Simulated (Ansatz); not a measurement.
Geometry optimisation, Ansatz, RKS PBE-D4/def2-mTZVP.

The input (input.yaml):

```yaml
crystal:
  periodic: [false, false, false]
  atoms:
    - { symbol: Al, position_ang: [0.0, 0.0, 0.0] }
    - { symbol: H, position_ang: [0.0, 0.0, 1.91] }
    - { symbol: H, position_ang: [1.351, 0.0, -0.78] }
    - { symbol: H, position_ang: [-1.351, 0.0, -0.78] }
    - { symbol: "N", position_ang: [0.0928, -2.1047, 0.7] }
    - { symbol: H, position_ang: [-0.4256, -2.8627, 0.1705] }
    - { symbol: H, position_ang: [0.6555, -2.3517, 1.5637] }
    - { symbol: H, position_ang: [0.0453, -1.027, 1.8385] }
basis:
  gaussian: { orbitals: def2-mTZVP }
hamiltonian:
  xc: pbe
  dispersion: d4
relax:
  f_tol: 0.15
  max_steps: 25
  restrain:
    - { distance: [0, 4], at: 1.92, k: 30.0 }
    - { distance: [7, 1], at: 0.66, k: 30.0 }
    - { distance: [0, 1], at: 2.76, k: 30.0 }
    - { distance: [7, 4], at: 2.26, k: 30.0 }
```

Command:

```bash
$ ansatz run input.yaml --threads 1 --pin off --max-ram 2048MiB --backend cpu --events-out ev --progress --plain --runs-dir out
```

Task: Where does it end, and by what steps?

Result: The forces met the threshold. The restraints hold the end off the free minimum; the threshold counts their pulls, which the force column leaves out. Restrained pairs: Al1–N5 (2.22 → 1.87 Å), H2–H8 (1.03 → 0.72 Å), Al1–H2 (1.91 → 2.76 Å), N5–H8 (1.57 → 2.27 Å). After 9 steps the energy has fallen by 2.513 eV (the restraints' own energy left out); H7 moved furthest, 0.87 Å.

```csv
step,energy less start (eV),largest force component (eV/Å),accepted
0,0.0000,3.321,yes
1,-0.5248,4.432,yes
2,-1.2645,4.079,yes
3,-2.0065,2.643,yes
4,-2.3148,1.675,yes
5,-2.3988,1.524,yes
6,-2.4641,1.577,yes
7,-2.4939,1.567,yes
8,-2.5066,1.606,yes
9,-2.5133,1.635,yes
```

```xyz
8
Properties=species:S:1:pos:R:3
Al 0.078 -0.538 -0.336
H -0.111 0.155 2.331
H 1.458 0.241 -0.491
H -1.342 -0.018 -0.839
N 0.100 -2.192 0.538
H -0.697 -2.825 0.564
H 0.953 -2.672 0.817
H -0.071 -0.498 2.039
```

Run time: 4.6 s on 1 thread of AMD EPYC 9R45 96-Core Processor (Zen 5), on a shared host, peak memory 0.13 GiB.
